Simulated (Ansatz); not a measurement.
System: 1T (CdI2-type) PtS2. Method: r²SCAN (Ansatz, an electronic-structure program, plane waves, PAW).

Numerical settings: plane-wave cutoff 600 eV, 12×12×8 k mesh (along the axes of the cell as run), finite displacements, scalar-relativistic PAW data made under PBE.

Cell (relaxed at this level):

```xyz
3
Lattice="3.5477 0.0000 0.0000 -1.7739 3.0724 0.0000 0.0000 0.0000 5.6182" Properties=species:S:1:pos:R:3 pbc="T T T"
Pt     0.0000     0.0000     0.0000
S      0.0000     2.0483     1.2337
S      1.7739     1.0241     4.3845
```

Task: Predict the high-frequency dielectric constant (mean over three axes) and static dielectric constant (mean over three axes).

Result: 
- high-frequency dielectric constant (mean over three axes) = 11.3
- static dielectric constant (mean over three axes) = 12.3

Note: the cell comes from a level without a dispersion term, which matters for the spacing of layers, chains or molecules; the cell has widely spaced layers and the level no dispersion term, so their spacing and the moduli can rest on weak binding.

Spin–orbit coupling is not included.

Computing time: around 30 core-minutes (rough).
